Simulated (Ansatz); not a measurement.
SiH4O2 (SMILES O[SiH2]O): methods side by side

SiH4O2: 7 atoms, total charge 0, spin state singlet. As SMILES, `O[SiH2]O`. Geometry: optimised at wB97X-V/def2-SVP. This is one conformer, not always the lowest.

```xyz
7

O    -1.3997   -0.2542   -0.3574
Si    0.0520    0.4274    0.0802
O     1.2856   -0.6824    0.1817
H    -1.4625   -0.6131   -1.2493
H     0.5203    1.4052   -0.9360
H    -0.2204    1.0574    1.3981
H     1.2246   -1.3404    0.8827
```

Each level gives the adiabatic electron affinity (to the doublet anion, shapes relaxed at wB97X-V/def2-SVP, no zero-point term) (eV). The values are calculated.

The electron affinity is E(neutral) − E(anion): positive where the electron is bound.

| level | kind | program | value (eV) |
| --- | --- | --- | --- |
| HF/def2-TZVP | Hartree–Fock | Ansatz | -2.68 |
| SVWN5/def2-TZVP | LDA | Ansatz | -1.48 |
| PBE/def2-TZVP | GGA | Ansatz | -1.44 |
| PBE0-D4/def2-TZVP | global hybrid | Ansatz | -1.62 |
| CAM-B3LYP/def2-TZVP | range-separated hybrid | Ansatz | -1.72 |
| B2PLYP/def2-TZVP | double hybrid | Ansatz | -1.82 |
| RPA@PBE/def2-TZVP | RPA | Ansatz | -1.56 |
| MP2/def2-TZVP | perturbation theory | Ansatz | -1.97 |

The values span -2.68 to -1.44 eV. Negative values mean that the anion is unbound at that level; they are set by how diffuse the basis is and aren't properties of the molecule, whose anion may well be bound.
